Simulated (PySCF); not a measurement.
## Two-dimensional NMR puzzle

Compound of formula C4H8O2. Correlations simulated from computed shifts and the bond graph:

HSQC (one-bond C–H):
```csv
δH,δC
2.61,37.1
1.18,21.7
```

COSY cross peaks (H two or three bonds apart, from the bond graph; peaks can be absent where the dihedral angle is near 90°):
```csv
δH,δH
2.61,1.18
```

HMBC (two and three bonds, from the bond graph):
```csv
δH,δC
2.61,"184.7, 21.7"
1.18,"184.7, 37.1, 21.7"
```

Carbons without hydrogens: δ 184.7.

Calculated, not measured (PySCF 2.14): B97-2/pcSseg-2 with gauge-including orbitals, geometry from PBE0-D3(BJ)/def2-TZVP. Equivalent nuclei averaged, one conformer, gas phase, no relativistic terms.

References, each an isolated molecule treated in the same way: 1H and 13C vs TMS.

Exchangeable hydrogens are left out of these lists.

Q: Assemble the structure.

A: `CC(C)C(=O)O`.

Atoms are numbered as in `[CH3:1][CH:2]([CH3:3])[C:4](=[O:5])[OH:6]`. Each H is labelled by its parent atom.

1. δC 184.7 is C4, a carboxylic acid carbon.
2. δC 37.1 is C2, an sp3 CH α to a carbonyl (δH 2.61).
3. δC 21.7 is C1/C3, a methyl carbon (δH 1.18).
4. HMBC from δH 2.61 reaches the proton-free carbon C4.
5. HMBC from δH 1.18 reaches the proton-free carbon C4.
6. COSY links 2.61–1.18.

The data come from this structure; uniqueness wasn't tested.

OH and NH positions are those of a molecule without intermolecular hydrogen bonds; in solution they move with solvent, concentration and temperature, and exchange usually removes their couplings. Shifts are as computed. Against solution values, carbons near 30 ppm lie about +3 ppm off and those near 130 ppm about +7 ppm. Of 1211 compounds with measured shifts, 218 miss one by over three times the rms of a fit or turn the order of signals round; such compounds aren't used in these exercises. The C=O carbon of an acid or of an amide with N–H lies up to 10 ppm further downfield in solution, through hydrogen bonding that the calculation lacks.
